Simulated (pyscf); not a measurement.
Optimised with ωB97X-D3(BJ)/def2-SVP in PySCF.

Estimate the classical barrier height and the reaction energy of H₂N–SiH₂–SiH₃ (SMILES N[SiH2][SiH3]) + H₂ (SMILES [H][H]) → H₂N–SiH₃ (SMILES N[SiH3]) + SiH₄ (SMILES [SiH4]) at ωB97M-D3(BJ)/def2-TZVP. The step runs on the singlet surface, breaks Si–Si, H–H and forms H–Si, H–Si; take the separated reactants as zero.

ΔE‡ = 67.2 kcal/mol, ΔE = -7.2 kcal/mol. Zero-point energy shifts the barrier by +2.3 kcal/mol. It is a four-centre exchange, with an imaginary mode of 1696i cm⁻¹. At the saddle there is also a short H–Si contact that neither side keeps. H₂N–SiH₂–SiH₃ lies 14.8 kcal/mol over its isomer H₃Si–NH–SiH₃ (electronic energy, ωB97M-D3(BJ)/def2-TZVP). This is the saddle that the search found; another between the same sides may lie lower.
